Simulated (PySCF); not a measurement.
**One shape, several levels: SO2F2 (sulfuryl fluoride)**

Aim: a comparison of 6 runs (PBE/6-311+G**, SVWN5/6-311+G**, TPSS/6-311+G**, r2SCAN/6-311+G**, revPBE/6-311+G**, CCSD(T)/6-311+G**) of SO2F2 (sulfuryl fluoride). Input form: a Python script.

Program for the calculation: PySCF 2.14.0.

## (1) The structure to begin with

SO2F2 has 5 atoms, charge 0, and is taken as a singlet. SMILES: `O=S(=O)(F)F`. Geometry: relaxed at PBE0-D4/def2-TZVP.

Bond lengths: O1–S2 1.404 Å, S2–O3 1.404 Å, S2–F4 1.539 Å, S2–F5 1.539 Å. Angles: O1–S2–O3 124.9°, O1–S2–F4 108.1°, O1–S2–F5 108.1°, O3–S2–F4 108.1°, O3–S2–F5 108.1°, F4–S2–F5 95.6°.

## (2) The energy at PBE/6-311+G(d,p) (run 1)

File calc.py:

```python
from pyscf import gto, dft

system = gto.M(
    atom='''
O   -0.388200  -0.151100   1.421700
S    0.070900  -0.096900   0.095900
O    1.129600  -0.862200  -0.418700
F   -1.140900  -0.267600  -0.837400
F    0.328600   1.377800  -0.261400
''',
    max_memory=1860,
    verbose=4,
    basis='6-311+g**',
)

myscf = dft.RKS(system, xc='pbe')
myscf.conv_tol = 1e-10
myscf.grids.level = 5
myscf.kernel()
if not myscf.converged:
    myscf = myscf.newton().run(myscf.mo_coeff, myscf.mo_occ)

e_final = myscf.e_tot
print('E(%s) = %.9f' % ('PBE', e_final))
```

The run is started by

```bash
OMP_NUM_THREADS=1 python calc.py
```

Output:

```text
PySCF version 2.14.0

[... 80 lines left out ...]
converged SCF energy = -747.871118502267
E(PBE) = -747.871118502
```

Wall time 17 s (1 thread of Intel Xeon at 2.60GHz (Ice Lake), shared host); peak memory 0.65 GiB.

## (3) A single-point energy at SVWN5/6-311+G(d,p) (run 2)

File input.py:

```python
from pyscf import gto, dft

molecule = gto.M(
    atom='''
O     -0.388200    -0.151100     1.421700
S      0.070900    -0.096900     0.095900
O      1.129600    -0.862200    -0.418700
F     -1.140900    -0.267600    -0.837400
F      0.328600     1.377800    -0.261400
''',
    verbose=3,
    max_memory=1860,
    basis='6-311+g**',
)

mf = dft.RKS(molecule)
mf.xc = 'svwn'
mf.conv_tol = 1e-10
mf.grids.level = 5
mf.kernel()
if not mf.converged:
    mf = mf.newton().run(mf.mo_coeff, mf.mo_occ)

energy = mf.e_tot
print(f'total energy: {energy:.8f} hartree')
```

The run is started by

```bash
OMP_NUM_THREADS=1 python input.py
```

Output:

```text
converged SCF energy = -744.727207062386
total energy: -744.72720706 hartree
```

It took 11 s on 1 thread of Intel Xeon at 2.60GHz (Ice Lake), shared host; peak memory 0.44 GiB.

Runs 3 to 5 aren't shown in full; the table further down has their settings and results.

## (4) A single-point energy at CCSD(T)/6-311+G(d,p) (run 6)

File input.xyz:

```xyz
5

O     -0.388200    -0.151100     1.421700
S      0.070900    -0.096900     0.095900
O      1.129600    -0.862200    -0.418700
F     -1.140900    -0.267600    -0.837400
F      0.328600     1.377800    -0.261400
```

File run.py:

```python
from pyscf import gto, scf, cc

molecule = gto.Mole()
molecule.atom = 'input.xyz'
molecule.verbose = 3
molecule.basis = '6-311+g**'
molecule.max_memory = 1860
molecule.build()

myscf = scf.RHF(molecule)
myscf.conv_tol = 1e-10
myscf.kernel()
if not myscf.converged:
    myscf = myscf.newton().run(myscf.mo_coeff, myscf.mo_occ)

mycc = cc.CCSD(myscf, frozen=9)
mycc.kernel()
e_t = mycc.ccsd_t()
etot = mycc.e_tot + e_t
print('E = %.10f Eh' % etot)
```

The run is started by

```bash
OMP_NUM_THREADS=1 python run.py
```

Output:

```text
converged SCF energy = -746.130189238123
E(CCSD) = -747.0830552768655  E_corr = -0.9528660387423074
CCSD(T) correction = -0.0327606210653837
E = -747.1158158979 Eh
```

Wall time 93 s (1 thread of Intel Xeon at 2.60GHz (Ice Lake), shared host); peak memory 1.6 GiB.

## (5) The series

| run | level | integration grid | frozen core orbitals | energy (Eh) | dipole moment (D) of the reference | HOMO energy (eV) | LUMO energy (eV) | wall time |
| --- | --- | --- | --- | --- | --- | --- | --- | --- |
| 1 | PBE/6-311+G** | 5 | – | -747.871119 | 0.91 | -9.00 | -1.76 | 17 s |
| 2 | SVWN5/6-311+G** | 5 | – | -744.727207 | 0.90 | -9.26 | -2.03 | 11 s |
| 3 | TPSS/6-311+G** | 5 | – | -748.415651 | 0.91 | -9.10 | -1.56 | 30 s |
| 4 | r2SCAN/6-311+G** | 5 | – | -748.195526 | 0.94 | -9.43 | -1.30 | 27 s |
| 5 | revPBE/6-311+G** | 5 | – | -748.179945 | 0.92 | -8.91 | -1.67 | 17 s |
| 6 | CCSD(T)/6-311+G** | – | 9 | -747.115816 | 1.09 | -15.24 | 1.68 | 93 s |

## (6) Results

| quantity | value |
| --- | --- |
| run 6: total energy | -747.11582 Eh |
| run 6: dipole moment (Hartree–Fock density) | 1.09 D |
| run 6: HOMO energy (Hartree–Fock orbitals) | -15.24 eV |
| run 6: LUMO energy (Hartree–Fock orbitals) | 1.68 eV |
| run 6: HOMO–LUMO gap (Hartree–Fock orbitals) | 16.92 eV |
| run 6: correlation energy (9 core orbitals frozen) | -985.6 mEh |
| run 6: (T) correction | -32.76 mEh |
| run 6: T1 diagnostic | 0.015 |

Over runs 1, 2, 3, 4, 5 the dipole moment (its size) runs from 0.90 D (SVWN5/6-311+G**) to 0.94 D (r2SCAN/6-311+G**). Over runs 1, 2, 3, 4, 5 the HOMO–LUMO gap runs from 7.24 eV (SVWN5/6-311+G**) to 8.12 eV (r2SCAN/6-311+G**). Totals of different functionals can't be ranked against each other. All runs together took 3.2 min, the longest 93 s.
